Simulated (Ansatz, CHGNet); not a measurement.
## Lattice parameter c of hcp Zn: levels of theory against measurement

Reference value: 4.946 Å (measured, 293 K, no zero-point or thermal correction; as tabulated in Wikipedia's data pages).

```tsv
level (code)	value (Å)
CHGNet 0.3.0	4.997
PBE (Ansatz)	?
PBE-D4 (Ansatz)	4.852
r²SCAN (Ansatz)	4.924
B3LYP (VWN-RPA form) (Ansatz)	5.519
Hartree–Fock (Ansatz)	?
```

Q: What belongs in the gaps?

A: 
- PBE (Ansatz, a first-principles code), value (Å): 5.032
- Hartree–Fock (Ansatz), value (Å): 5.901

Differences against the reference: CHGNet 0.3.0 +1.03 %, PBE +1.74 %, PBE-D4 -1.90 %, r²SCAN -0.44 %, B3LYP (VWN-RPA form) +11.6 %, Hartree–Fock +19.3 %.

The reference is not for a static lattice or low temperature, so close values are not ranked against it. Off by more than 1.75 %, or 2.45 % on the side where a correction would as a rule narrow the miss (bounds picked here): Hartree–Fock (+19.3 %), B3LYP (VWN-RPA form) (+11.6 %).

The reference isn't brought to a static lattice, while the calculations are for one, so the differences are not the levels' errors alone.  Cutoffs and k meshes differ between the levels. Ansatz's density-functional and Hartree–Fock values are scalar-relativistic unless marked +SOC, with PAW data made under PBE.

Machine-learned potentials (CHGNet 0.3.0) are trained on DFT data: a solid inside that data is no test of them.

Differences are worked out from the printed values.
